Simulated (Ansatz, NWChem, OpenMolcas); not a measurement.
**SiF2 (SMILES F[Si]F): the HOMO–LUMO gap, rung by rung**

SiF2: 3 atoms, total charge 0, spin state singlet. As SMILES, `F[Si]F`. Geometry: relaxed at PBE0-D4/def2-TZVP.

```
atom    x (Å)    y (Å)    z (Å)
   F   0.1663   1.2468   0.2294
  Si  -0.5949  -0.0464  -0.3301
   F   0.4286  -1.2004   0.1007
```

Quantity: the HOMO–LUMO gap, in eV. The values are calculated.

```csv
level,kind,program,value (eV),CPU time
PBE/def2-TZVP,GGA,NWChem,4.12,18 s
revPBE/def2-TZVP,GGA,Ansatz,4.13,4 s
r2SCAN/def2-TZVP,meta-GGA,OpenMolcas,4.45,37 s
r2SCAN0/def2-TZVP,hybrid meta-GGA,Ansatz,6.38,8 s
HSE06/def2-TZVP,range-separated hybrid,Ansatz,5.38,4.8 s
wB97M-V/def2-TZVP,range-separated hybrid,Ansatz,10.44,24 s
B2PLYP/def2-TZVP,double hybrid,OpenMolcas,8.40,28 s
PBE-QIDH/def2-TZVP,double hybrid,Ansatz,9.71,6 s
```

The values span 4.12 to 10.44 eV. Orbital gaps aren't excitation energies, and those of double hybrids come from the SCF part alone; they tend to grow with the share of exact exchange. CPU times are rough (shared hosts, several kinds of processor): they show what a rung costs within a factor of a few.
